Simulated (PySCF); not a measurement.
Gas-phase reaction: Al2F6 + 4 AlO + 2 O = 6 AlOF

Computed with PySCF (xtb for GFN2) and rigid-rotor harmonic-oscillator thermochemistry at 1 bar. 'Table' is the NASA 1993 thermochemical table (part measured, part estimated). After a fit of one offset per element over all species, the range-separated, M06-2X, PBE0/def2-QZVP and CCSD(T)/def2-TZVPP enthalpies, where run, lie to one side of the table for Al2F6 (+36 kJ/mol), AlOF (+153 kJ/mol): a fault of the table's entry, another state or a shared error of the levels is possible; this was not checked at source. S°(298 K) at PBE0/def2-TZVP differs from the NASA 1993 table for Al2F6 (+7 J/mol/K), AlOF (+8 J/mol/K); whether the harmonic model or the table's entry is off was not settled. † marks an energy on the PBE0/def2-TZVP geometry and frequencies; other levels use their own. 6-31G* has spherical d functions here. Open shells (unrestricted): AlO (multiplicity 2), O (multiplicity 3, electronic degeneracy 9); the rest are closed-shell singlets. GFN2 has no spin-polarisation term. Spin-orbit splitting is ignored; it lowers the true energy and changes the entropy of O. B3LYP is the form with VWN-RPA correlation. For this reaction the table lies outside the span of B3LYP, M06-2X, PBE0, r2SCAN, ωB97M-V, ωB97X-V in their largest bases here; which side is off was not settled. The harmonic model lacks anharmonicity and excited electronic states, which grow with temperature; levels with a mode under 35 cm⁻¹ are left out. Soft modes under 120 cm⁻¹ make the harmonic entropy rough for Al2F6. The table's entry may be an old estimate for Al2F6, AlO, AlOF (not checked at source).

```csv
level,"ΔH°(298 K), kJ",minus table,"ΔG°(2500 K), kJ"
table,-1622.0,-,-1187.4
B3LYP/6-31G*,-543.9,1078.1,-241.4
B3LYP/def2-TZVP†,-698.0,924.0,-376.0
GFN2-xTB,-1969.1,-347.1,-1568.1
LDA/def2-TZVP†,-943.4,678.6,-621.4
ωB97X-V/def2-TZVP†,-719.0,903.0,-397.0
```
